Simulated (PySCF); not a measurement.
Method: PBE-D3(BJ)/def2-TZVP // B3LYP-D3(BJ)/def2-TZVP (PySCF 2.14.0). Gas-phase values, no solvent. One relaxed conformer stands for a flexible species; it need not be the lowest. Excitations are Tamm–Dancoff values on a coarser integration grid. The basis has no diffuse functions, so Rydberg states are missing or too high.

Reference species (SMILES): `CCS` (C–C–S–H torsion 62°) (neutral, multiplicity 1).

```yaml
S1–T1 gap (TDA): 0.46 eV
T1 excitation (TDA): 4.78 eV
HOMO–LUMO gap: 5.08 eV
```

Changed species: `CC[SeH]` (C–C–Se–H torsion 63°) (X = selanyl; the reference has X = mercapto).

Problem. What does the change do to the S1–T1 gap (TDA), T1 excitation (TDA) and HOMO–LUMO gap?

Solution. the S1–T1 gap (TDA) hardly moves; the T1 excitation (TDA) drops by 0.56 eV, to 4.22 eV; the HOMO–LUMO gap drops by 0.57 eV, to 4.51 eV.
